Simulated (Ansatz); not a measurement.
# NH− (quartet): B3LYP, CAM-B3LYP over a scan of the distance N1–H2, 6-31++G**

How well do these functionals follow the top wave-function level for NH− (quartet) over a scan of the distance N1–H2?

The runs use Ansatz 0.2.0, Gaussian basis; 6-31++G**, all electrons in the functionals.

To be run: B3LYP, CAM-B3LYP, at 0.861 Å; 0.982 Å; 1.074 Å; 1.176 Å; 1.300 Å; 1.485 Å; 1.737 Å; 2.000 Å; 2.402 Å; 2.828 Å; 3.716 Å.

13 further runs of the same task are left out: 12 that didn't finish, 1 set aside as unsound or not needed. Runs told in other sessions of the task aren't counted.

### Step 1. The geometry

The geometry derives from a PBE0/def2-TZVPD stationary point (not a proven minimum). One bond is set to the value named and the two fragments are kept rigid.

2 atoms, charge -1, spin multiplicity 4.

Atoms are counted from 1 here; the program's logs count them from 0.

Bond lengths: N1–H2 1.074 Å.

As a file:

```xyz
2
charge -1, multiplicity 4
N     0.0000    0.0000    0.0000
H     0.0000    0.0000    1.0736
```

No dispersion term is added. B3LYP takes the VWN-RPA correlation.

The geometry shown and the zero of energy belong to the point 1.074 Å. The yardstick, FCI, and other wave-function levels (R restricted, U unrestricted, valence and pair active spaces) come from earlier runs.

### Step 2. B3LYP, 0.861 Å

in.yaml reads:

```yaml
crystal:
  periodic: [false, false, false]
  atoms:
    - {symbol: N, position_ang: [0.000000, 0.000000, 0.000000]}
    - {symbol: H, position_ang: [0.000000, 0.000000, 0.861000]}
basis:
  gaussian: {orbitals: "6-31++G**"}
total_charge: -1
magnetization: {spin_polarized: true, initial_magnetization: 3}
hamiltonian: {xc: {name: B3LYP}}
```

Launch:

```
$ ansatz run in.yaml --threads 1 --pin off --events-out ev --progress --plain --max-ram 2393MiB
```

Further steps of the session: B3LYP, 0.982 Å; B3LYP, 1.074 Å; B3LYP, 1.176 Å; B3LYP, 1.300 Å; B3LYP, 1.485 Å; B3LYP, 1.737 Å; B3LYP, 2.000 Å; B3LYP, 2.402 Å; B3LYP, 2.828 Å; B3LYP, 3.716 Å; CAM-B3LYP, 0.861 Å; CAM-B3LYP, 0.982 Å; CAM-B3LYP, 1.074 Å; CAM-B3LYP, 1.176 Å; CAM-B3LYP, 1.300 Å; CAM-B3LYP, 1.485 Å; CAM-B3LYP, 1.737 Å; CAM-B3LYP, 2.000 Å; CAM-B3LYP, 2.402 Å; CAM-B3LYP, 2.828 Å; CAM-B3LYP, 3.716 Å.

Before running them: what should the planned runs give, taken together? Wanted: span of the FCI curve; largest miss, B3LYP; largest miss, CAM-B3LYP.

The runs gave:

| quantity | value |
| --- | --- |
| span of the FCI curve | 40.7 kcal/mol |
| largest miss, B3LYP | -6.3 kcal/mol (2.000 Å) |
| largest miss, CAM-B3LYP | -5.4 kcal/mol (2.000 Å) |

**Reading.** Of the functionals, CAM-B3LYP keep the smallest largest miss at the points compared (at most 5.4 kcal/mol) and B3LYP strays most (6.3 kcal/mol, at 2.000 Å). Functionals and the yardstick converge differently with the basis, so part of each miss in 6-31++G** is the basis.
